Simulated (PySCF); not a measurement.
**SF₂: structure of the triplet**

Where does triplet SF₂ go from a linear start, is the end point a minimum, and what are its modes, charges and moments?

Method: B3LYP, basis S def2-TZVP, F def2-TZVP, no relativity, density fitting; program: PySCF 2.14.0.

## (1) The system as given

3 atoms, charge 0, spin multiplicity 3.

Bond lengths: S1–F2 1.670 Å, S1–F3 1.670 Å. Angles: F2–S1–F3 180.0°.

Z-matrix (Å, degrees; charge 0 multiplicity 3):
```
S
F  1 1.6700
F  1 1.6700 2 180.00
```

## (2) The SCF at the typed geometry

One driver script runs all steps and calls PySCF; scf.py shows how it sets up the SCF of each step. The optimiser is the driver's own. After this first run the driver tries any further starts and a stability analysis.

The input, scf.py:

```python
from pyscf import gto, scf, dft
mol = gto.M(atom='''
S      0.000000     0.000000     0.000000
F      0.000000     0.000000     1.670000
F      0.000000     0.000000    -1.670000''',
    basis={'S': 'def2-TZVP', 'F': 'def2-TZVP'},
    charge=0, spin=2)
mf = dft.UKS(mol, xc='B3LYP')
mf.grids.atom_grid = (50, 194)
aux = {'S': 'def2-universal-JKFIT', 'F': 'def2-universal-JKFIT'}
mf = mf.density_fit(auxbasis=aux)
mf.conv_tol = 1e-08
mf.diis_space = 10
mf.max_cycle = 60
mf.init_guess = 'minao'
mf.verbose = 4
mf.kernel()
```

On the command line:

```bash
$ OMP_NUM_THREADS=4 python axn.py task.json out
```

The log of the run:

```text
init E= -598.101682461668
[... the frontier-level lines of each cycle are left out ...]
cycle= 1 E= -597.797322362825  delta_E= 0.304  |g|= 0.565  |ddm|= 1.26
cycle= 2 E= -597.246448379085  delta_E= 0.551  |g|=  1.4  |ddm|= 0.885
cycle= 3 E= -597.906757461981  delta_E= -0.66  |g|= 0.0297  |ddm|= 0.621
cycle= 4 E= -597.90711581334  delta_E= -0.000358  |g|= 0.00879  |ddm|= 0.0324
cycle= 5 E= -597.907139534446  delta_E= -2.37e-05  |g|= 0.00174  |ddm|= 0.00728
cycle= 6 E= -597.907140824327  delta_E= -1.29e-06  |g|= 0.000759  |ddm|= 0.00356
cycle= 7 E= -597.907141062994  delta_E= -2.39e-07  |g|= 0.000146  |ddm|= 0.00081
cycle= 8 E= -597.907141069969  delta_E= -6.98e-09  |g|= 1.67e-05  |ddm|= 7.95e-05
Extra cycle  E= -597.907141069841  delta_E= 1.28e-10  |g|= 2.76e-05  |ddm|= 2.07e-05
converged SCF energy = -597.907141069841  <S^2> = 2.0038528  2S+1 = 3.0025675
```

This step, with its further starts and checks, took 6.7 s on 4 threads of Arm Neoverse V2, shared host.

Energies from each starting density:

| start | energy (Eh) |
| --- | --- |
| the minimal-basis guess | -597.907141 |
| a thermally smeared density | -597.907141 |
| a smeared PBE density | -597.907141 |

No lower solution of this spin turned up from the other starts or in the test of internal stability.

## (3) Relaxation: linear start, triplet

The program finds D∞h symmetry in the start, which this walk keeps. The walk stops when the largest gradient is under 0.0003 Eh/bohr and the energy has settled too.

scf.py, as its differences from that of step 2:

```diff
@@ -15 +14,0 @@
-mf.init_guess = 'minao'
```

Energy and gradient, step by step:

| step | energy (Eh) | change (kJ/mol) | largest symmetric gradient (Eh/bohr) |
| --- | --- | --- | --- |
| 0 | -597.907141 | 0.00 | 0.00667 |
| 1 | -597.907317 | -0.46 | 0.00089 |
| 2 | -597.907320 | -0.47 | 0.00003 |

The walk took 2.4 s.

Geometry (Å) and forces (eV/Å) at some steps:

```
step 0
S    0.000   0.000   0.000   0.000   0.000   0.000
F    0.000   0.000   1.670   0.000   0.000   0.343
F    0.000   0.000  -1.670   0.000   0.000  -0.343
step 1
S    0.000   0.000   0.000   0.000   0.000   0.000
F    0.000   0.000   1.686   0.000   0.000  -0.046
F    0.000   0.000  -1.686   0.000   0.000   0.046
step 2
S    0.000   0.000   0.000   0.000   0.000   0.000
F    0.000   0.000   1.684   0.000   0.000  -0.002
F    0.000   0.000  -1.684   0.000   0.000   0.002
```

After 2 steps and 0.5 kJ/mol it ends at D∞h: S–F 1.684 Å (×2); F–S–F 180.0°.

## (4) Frequencies

The point is checked on the finer grid, and tightened if its gradient asks for it. The Hessian and the dipole derivatives come from central differences of analytic gradients, with steps of 0.02 bohr.

scf.py, as its differences from that of step 3:

```diff
@@ -3,3 +3,3 @@
-S      0.000000     0.000000     0.000000
-F      0.000000     0.000000     1.670000
-F      0.000000     0.000000    -1.670000''',
+S      0.000000    -0.000000     0.000000
+F     -0.000000     0.000000     1.684650
+F      0.000000    -0.000000    -1.684650''',
@@ -9 +9 @@
-mf.grids.atom_grid = (50, 194)
+mf.grids.atom_grid = (75, 302)
@@ -12 +12 @@
-mf.conv_tol = 1e-08
+mf.conv_tol = 1e-10
```

This SCF starts from the last density.

SCF at the final geometry:

```text
init E= -597.907271734493
[... the frontier-level lines of each cycle are left out ...]
cycle= 1 E= -597.907271734492  delta_E= 1.48e-12  |g|= 1.88e-06  |ddm|= 2.96e-06
Extra cycle  E= -597.907271734487  delta_E= 4.21e-12  |g|= 3.85e-06  |ddm|= 3.33e-06
converged SCF energy = -597.907271734487  <S^2> = 2.0039107  2S+1 = 3.002606
```

The whole step took 13 s.

Geometry: D∞h; S–F 1.685 Å (×2); F–S–F 180.0°.

Harmonic modes (main isotopes):

| symmetry | ω (cm⁻¹) | IR (km/mol) | μ (u) | type |
| --- | --- | --- | --- | --- |
| πu | 152i | 8.5 | 24.37 | bend |
| σg+ | 574 | 0.0 | 19.00 | stretch |
| σu+ | 684 | 518 | 24.37 | stretch |

With 2 modes imaginary (up to 152i cm⁻¹) this point is a saddle.

Properties at this point:

```yaml
Dipole_moment: 0.00 D
Highest_occupied_level: -8.70 eV
Lowest_empty_level: -5.05 eV
Rotational_constants: 0.1563 cm⁻¹
Zero-point_energy_real_modes: 7.5 kJ/mol
Principal_polarisabilities: 14.4, 14.4, 35.9 bohr³
Atomisation_energy_without_zero-point_energy: 616 kJ/mol
Principal_traceless_quadrupole_moments_about_the_centre_of_mass: -6.71, 3.35, 3.35 D Å
Spin_squared_⟨S²⟩: 2.004
```

Populations by atom (charges in e):

```csv
atom,Mulliken,Löwdin,polar tensor,spin (Mulliken),Mayer order to S1
S1,0.54,0.48,1.20,1.61,–
"F2,3",-0.27,-0.24,-0.60,0.19,0.94
```

Outer orbital energies (eV). α occupied: -15.45, -13.62, -13.62, -12.63, -12.63, -10.75, -8.70, -8.70; empty: 0.90, 6.40, 6.40, 6.71. β occupied: -32.45, -19.53, -15.16, -12.52, -12.52, -11.76, -11.76, -9.86; empty: -5.05, -5.05, 1.47, 7.06.

Mulliken populations on S1: s 6.06, p 9.02, d 0.34, f 0.04.

## (5) Following the imaginary mode

The start is the last point, displaced along its most imaginary mode.

The program finds C2v symmetry in the start, which this walk keeps. Threshold on the gradient: 0.0003 Eh/bohr, with a further test on the energy change.

scf.py, as its differences from that of step 4:

```diff
@@ -3,3 +3,3 @@
-S      0.000000    -0.000000     0.000000
-F     -0.000000     0.000000     1.684650
-F      0.000000    -0.000000    -1.684650''',
+S     -0.119986     0.001855    -0.000000
+F      0.100961    -0.001561     1.684650
+F      0.100961    -0.001561    -1.684650''',
@@ -9 +9 @@
-mf.grids.atom_grid = (75, 302)
+mf.grids.atom_grid = (50, 194)
@@ -12 +12 @@
-mf.conv_tol = 1e-10
+mf.conv_tol = 1e-08
```

Steps of the walk:

| step | energy (Eh) | change (kJ/mol) | largest symmetric gradient (Eh/bohr) |
| --- | --- | --- | --- |
| 0 | -597.907745 | 0.00 | 0.00700 |
| 1 | -597.907978 | -0.61 | 0.00087 |
| 2 | -597.907989 | -0.64 | 0.00033 |
| 3 | -597.907991 | -0.64 | 0.00007 |

The walk took 4 s.

Geometry (Å) and forces (eV/Å) at some steps:

```
step 0
S   -0.120   0.002   0.000   0.048  -0.001   0.000
F    0.101  -0.002   1.685  -0.024   0.001  -0.360
F    0.101  -0.002  -1.685  -0.024   0.001   0.360
step 1
S   -0.126   0.002   0.000  -0.045   0.000   0.002
F    0.104  -0.002   1.665   0.022   0.000   0.041
F    0.104  -0.002  -1.665   0.022   0.000  -0.042
step 2
S   -0.132   0.002   0.000  -0.017   0.000   0.000
F    0.107  -0.002   1.666   0.008   0.000   0.002
F    0.107  -0.002  -1.666   0.008   0.000  -0.002
step 3
S   -0.137   0.002   0.000   0.001  -0.001   0.000
F    0.109  -0.002   1.665  -0.001   0.000  -0.004
F    0.109  -0.002  -1.665  -0.001   0.000   0.004
```

It settles in C2v symmetry, 0.6 kJ/mol below the start, after 3 steps: S–F 1.683 Å (×2); F–S–F 163.2°.

## (6) Frequencies

As before: finer grid, then central differences.

scf.py, as its differences from that of step 5:

```diff
@@ -3,3 +3,3 @@
-S     -0.119986     0.001855    -0.000000
-F      0.100961    -0.001561     1.684650
-F      0.100961    -0.001561    -1.684650''',
+S     -0.130700     0.002021     0.000000
+F      0.110987    -0.001716     1.665223
+F      0.110987    -0.001716    -1.665223''',
@@ -9 +9 @@
-mf.grids.atom_grid = (50, 194)
+mf.grids.atom_grid = (75, 302)
@@ -12 +12 @@
-mf.conv_tol = 1e-08
+mf.conv_tol = 1e-10
```

Log of the central SCF (cycles and frontier levels):

```text
init E= -597.907968936341
[... the frontier-level lines of each cycle are left out ...]
cycle= 1 E= -597.90796893634  delta_E= 1.14e-12  |g|= 1.06e-06  |ddm|= 8.94e-07
Extra cycle  E= -597.907968936341  delta_E= -9.09e-13  |g|= 2.29e-06  |ddm|= 1.54e-06
converged SCF energy = -597.907968936341  <S^2> = 2.0039481  2S+1 = 3.0026309
```

The whole step took 18 s on 4 threads of Arm Neoverse V2, shared host.

Geometry: C2v; S–F 1.683 Å (×2); F–S–F 163.5°.

Harmonic modes (main isotopes):

```tsv
symmetry	ω (cm⁻¹)	IR (km/mol)	type
a1	178	6.8	bend
a1	582	4.8	stretch
b2	677	472	stretch
```

No imaginary mode, so this is a minimum.

Properties at this point:

```yaml
Dipole_moment: 0.36 D
Highest_occupied_level: -8.42 eV
Lowest_empty_level: -5.01 eV
Rotational_constants: 16.62, 0.16, 0.1585 cm⁻¹
Zero-point_energy: 8.6 kJ/mol
Principal_polarisabilities: 14.3, 14.5, 35.1 bohr³
Atomisation_energy_without_zero-point_energy: 618 kJ/mol
Principal_traceless_quadrupole_moments_about_the_centre_of_mass: -6.20, 2.93, 3.27 D Å
Entropy_at_298.15_K_and_1_bar_electronic_part_spin_only: 265.8 J/(mol K)
Heat_capacity_Cp_at_298.15_K: 49.2 J/(mol K)
Enthalpy_at_298.15_K_above_0_K: 12.25 kJ/mol
Rotational_symmetry_number: 2
Spin_squared_⟨S²⟩: 2.004
```

Populations by atom (charges in e):

```json
{"atom": "S1", "Mulliken": "0.53", "Löwdin": "0.47", "polar tensor": "1.20", "spin (Mulliken)": "1.60", "Mayer order to S1": "–"}
{"atom": "F2,3", "Mulliken": "-0.27", "Löwdin": "-0.24", "polar tensor": "-0.60", "spin (Mulliken)": "0.20", "Mayer order to S1": "0.94"}
```

Outer orbital energies (eV). α occupied: -15.52, -13.67, -13.64, -12.68, -12.64, -10.89, -8.70, -8.42; empty: 0.61, 6.31, 6.33, 6.90. β occupied: -32.49, -19.51, -15.13, -12.60, -12.57, -11.83, -11.82, -10.03; empty: -5.01, -4.69, 1.17, 7.04.

Mulliken populations on S1: s 6.04, p 9.05, d 0.33, f 0.04.

## (7) All stationary points

| spin | group | bonds | imaginary modes (cm⁻¹) | ΔE (kJ/mol) | with zero-point energy |
| --- | --- | --- | --- | --- | --- |
| triplet | C2v | S–F 1.683 Å (×2) | none | 0.0 | 0.0 |
| triplet | D∞h | S–F 1.685 Å (×2) | 152i, 152i | 1.8 | – |

## (8) What came out

| quantity | value |
| --- | --- |
| minimum | triplet, C2v |
| geometry | S–F 1.683 Å (×2); F–S–F 163.5° |
| wavenumbers (cm⁻¹) | 178 (a1), 582 (a1), 677 (b2) |
| dipole moment | 0.36 D |
| highest occupied, lowest empty level (either spin) | -8.42, -5.01 eV |
| polar-tensor charge of S1 | +1.20 e |
| zero-point energy | 8.6 kJ/mol |
| entropy at 298.15 K | 265.8 J/(mol K) |
| atomisation energy (no zero-point energy) | 618 kJ/mol |
| ⟨S²⟩ | 2.004 |

From D∞h at the start the molecule goes to a C2v minimum, after a stop at a second-order saddle point 1.8 kJ/mol higher, from which it was pushed off along an imaginary mode. The strongest infrared band lies at 677 cm⁻¹ (b2, stretch). Most of the spin sits on S1 (Mulliken spin 1.60, against 2 for the whole molecule). Only this shape and spin were tried, so other structures or states may lie lower.

The search up to here took 45 s.
